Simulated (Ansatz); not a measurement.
Molecule: C₂H₅S, charge -1, multiplicity 1. It need not be the lowest isomer of its formula. Whether it binds its extra electron was not tested at this geometry. 
Coordinates optimised at B3LYP-D3(BJ)/def2-TZVP (Ansatz, a quantum-chemistry and plane-wave program):
SMILES: [CH2-]SC
```xyz
8

C     -0.0016     1.5020    -0.4517
S     -0.0124     0.1232     0.5798
C      0.0190    -1.4787    -0.4319
H      0.9193     1.6426    -1.0267
H     -0.9007     1.6298    -1.0629
H      0.0115    -2.3417     0.2482
H     -0.8585    -1.5272    -1.0844
H      0.9222    -1.5147    -1.0490
```
Charge -1, spin multiplicity 1.

Basis-set convergence of Hartree-Fock and CCSD correlation energies (hartree) with Ansatz. Cores are frozen in the correlated levels unless marked. Spin-orbit coupling is left out. Non-relativistic.

```json
[
 {"basis": "aug-cc-pV(D+d)Z", "functions": "123", "E(HF)": "-476.11356", "E(corr, CCSD)": "-0.51282"},
 {"basis": "aug-cc-pV(T+d)Z", "functions": "262", "E(HF)": "___", "E(corr, CCSD)": "___"}
]
```

### Question
Some entries are withheld; supply them.

### Answer

- aug-cc-pV(T+d)Z, E(HF): -476.14830
- aug-cc-pV(T+d)Z, E(corr, CCSD): -0.60224
